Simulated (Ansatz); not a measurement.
Born–Oppenheimer molecular dynamics of BClH3 (5 atoms, charge 0, multiplicity 2). It starts at the highest image of a converged band. Of that band: A vibrational analysis at the climbing image gives 2 clearly imaginary modes (922i, 384i cm⁻¹): a point of higher order. A lower path may pass nearby, or the ends, which weren't checked, may share the extra mode.

Theory: UKS PBE0-D4/def2-SVP in Ansatz.

```yaml
ensemble: NVE (velocity Verlet)
time_step: 0.5 fs
steps_asked: 200
starting_velocities_drawn_for: 300 K
seed: 11830
```

First frame:

```xyz
5
Properties=species:S:1:pos:R:3
B -0.005 0.000 -0.066
H -0.011 0.000 1.504
H 1.024 0.000 -0.694
Cl -1.543 0.000 -0.843
H -0.045 0.000 2.414
```

Problem. How far do the bonds stretch over the last three quarters of this one trajectory? (Pairs bonded in most of those frames.)

Solution. 
```tsv
bond	mean (Å)	spread (Å)	shortest	longest
B1–H3	1.218	0.036	1.16	1.27
B1–Cl4	1.725	0.033	1.67	1.77
H2–H5	0.764	0.006	0.75	0.78
```

Mean temperature of the second half: 777 K. The conserved energy stayed within 0.12 meV per atom of its start (net change 0.06 meV per atom), so the integration is sound. The kinetic energy rose, since the run started high on the potential surface and went downhill. It ends in pieces (BClH + H2), so much of that is their flight and rotation, not heat. A run of 0.1 ps of so small a system gives no equilibrium averages.

The run took 2.2 min on 1 thread of Intel(R) Xeon(R) 6975P-C (Granite Rapids), on a shared host, peak memory 0.12 GiB.
